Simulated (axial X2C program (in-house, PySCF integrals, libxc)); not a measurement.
# Testing model relations on PO

A bond curve at the PBE0 level, with spin–orbit coupling, was computed with an in-house all-electron X2C program for linear molecules (integrals from PySCF) (basis P dyall-v3z [8s7p2d1f], O dyall-av3z [7s6p3d2f] (cores contracted in-house)) for the state Ω = 1/2 (⟨Sz⟩ = -0.50, ⟨Lz⟩ = 1.00 at PBE0). Its fit gives Re = 1.4830 Å, ωe = 1272.3 cm⁻¹, ωexe = 5.51 cm⁻¹ and αe = 4.762e-03 cm⁻¹; the masses are 30.9738 and 15.9949 u. Two-component means X2C with spin–orbit coupling and atomic mean-field Coulomb and Gaunt terms.

Q: Find the reduced mass, Be and the force constant.

A: From the PBE0 values: μ = 10.5479 u. Be = 16.8576/(μ Re²) = 0.7267 cm⁻¹. k = 5.8918×10⁻⁷ μ ωe² = 10.1 mdyn/Å.

Q: A Morse curve ties αe to the other constants (Pekeris). How well does that hold?

A: αe(Morse) = 6Be²/ωe × (√(ωexe/Be) − 1) = 4.367e-03 cm⁻¹; the PBE0 curve gives 4.762e-03 cm⁻¹, a ratio of 0.92.

Q: Estimate the centrifugal constant by the Kratzer relation.

A: D = 4Be³/ωe² = 9.48e-07 cm⁻¹.

Q: Estimate De from a Morse curve and compare with the computed well depth of 5.823 eV to P + O.

A: De(Morse) = ωe²/(4ωexe) = 9.106 eV against 5.823 eV computed, a ratio of 1.56. The extrapolation overshoots: the well softens faster than a Morse curve, or the lowest atomic limit lies below the one to which the curve heads.

Q: The dipole moment p changes by 3.74 D/Å at Re. What harmonic infrared intensity follows?

A: I = 42.256 × (dp/dR)²/μ = 56 km/mol.

Occupations by symmetry block were frozen at the best pattern of an incomplete PBE0 search. De is counted from the lowest determinant-based energies of the atoms at the same level, without counterpoise correction. Density functionals use the spin component along the axis (collinear). The 2c atoms are single determinants rather than J levels; their spin–orbit lowering is only partly caught, and De is too large by that part. This holds for PBE0. The functionals have no current-density term, which raises determinants with orbital currents, atoms included.
